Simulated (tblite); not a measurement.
Input of a run (GFN2-xTB geometry optimisation, gas phase (tblite 0.8.0)), started from a force field or distance geometry:
```
{"job": {"kind": "relax", "xc": "GFN2-xTB", "basis": "xTB"}, "charge": 0, "multiplicity": 1}
C     -1.391300    -0.313700     0.705900
C     -0.524600     0.538300    -0.160800
F     -1.034300     1.661200    -0.674300
C      0.719700     0.263600    -0.436400
C      1.952400    -0.021300    -0.696000
F      2.555400    -1.121400    -0.228700
H     -0.986100    -0.398700     1.712400
H     -1.505000    -1.308200     0.285100
H     -2.389400     0.135500     0.785800
H      2.612100     0.569200    -1.315600
```

Output (eV, eV/Å):
```
step      E/eV     max force
  0    -541.31308    1.417
  1    -541.38797    0.756
  2    -541.42303    0.733
  3    -541.50486    1.603
  4    -541.22797    2.863
  5    -541.61780    1.894
  6    -541.68590    1.750
  7    -542.22854    1.973
  8    -542.65430    2.231
  9    -542.97513    1.899
 10    -543.22501    1.918
 11    -543.47301    1.765
 12    -543.59136    1.167
 13    -543.68001    0.891
 14    -543.74164    0.860
 15    -543.80392    0.797
 16    -543.85062    0.734
 17    -543.88539    0.702
 18    -543.92094    0.480
 19    -543.94098    0.383
 20    -543.95455    0.315
 21    -543.96392    0.227
 22    -543.96953    0.224
 23    -543.97263    0.187
 24    -543.97493    0.133
 25    -543.97731    0.128
 26    -543.98011    0.167
 27    -543.98306    0.190
 28    -543.98610    0.186
 29    -543.98918    0.157
 30    -543.99197    0.147
 31    -543.99455    0.173
 32    -543.99697    0.135
 33    -543.99937    0.101
 34    -544.00077    0.074
 35    -544.00143    0.083
 36    -544.00178    0.077
 37    -544.00214    0.064
 38    -544.00252    0.042
 39    -544.00285    0.042
 40    -544.00309    0.041
 41    -544.00328    0.039
 42    -544.00346    0.040
 43    -544.00366    0.034
 44    -544.00385    0.032
 45    -544.00405    0.042
 46    -544.00435    0.049
 47    -544.00491    0.056
 48    -544.00593    0.082
 49    -544.00731    0.129
 50    -544.00885    0.157
 51    -544.01133    0.129
 52    -544.01395    0.141
 53    -544.01633    0.160
 54    -544.01853    0.098
 55    -544.01230    0.558
 56    -544.02128    0.095
 57    -544.02218    0.074
 58    -544.02370    0.221
 59    -544.02470    0.088
 60    -544.02537    0.076
 61    -544.02652    0.065
 62    -544.02687    0.050
 63    -544.02715    0.044
 64    -544.02731    0.034
 65    -544.02739    0.026
 66    -544.02745    0.024
 67    -544.02749    0.018
 68    -544.02752    0.012
 69    -544.02755    0.013
 70    -544.02759    0.015
 71    -544.02763    0.016
 72    -544.02766    0.017
 73    -544.02770    0.023
 74    -544.02775    0.027
 75    -544.02782    0.027
 76    -544.02793    0.029
 77    -544.02803    0.023
 78    -544.02807    0.012
 79    -544.02807    0.003
```

Summarise the run.

The energy falls by 262.0 kJ/mol over 79 L-BFGS steps, the largest force on an atom goes from 1.42 to 0.003 eV/Å, and the atoms move by 0.690 Å rms after alignment. The bond that changes most is C2–F3 (outer carbon of cumulated double bonds to vinyl fluorine), which lengthens by 0.020 Å. Bonds longer at the end by more than 0.005 Å: 2 of 9; shorter: 1. Among the angles that change most is C1–C2–F3, from 118.8° to 113.1°. Among the dihedrals that turn most is H7–C1–C2–C4, from 61° to -2°. The energy rose by more than 1e-5 eV at steps 4 and 55. The first step brought 3 % of the lowering.

What are the final bond lengths?

C1–C2 1.490 Å, C2–F3 1.356 Å, C2=C4 1.301 Å, C4=C5 1.296 Å, C5–F6 1.346 Å, C1–H7 1.085 Å, C1–H8 1.089 Å, C1–H9 1.090 Å, C5–H10 1.082 Å. Numbering counts from 1 in the input's order; the species is `CC(F)=C=CF`.

Time: 0.28 s wall. Hardware: Arm Neoverse V1, one thread, on a shared host.

Its GFN2-xTB frequencies are all real (lowest 114 cm⁻¹).

All values are computed, not measured.
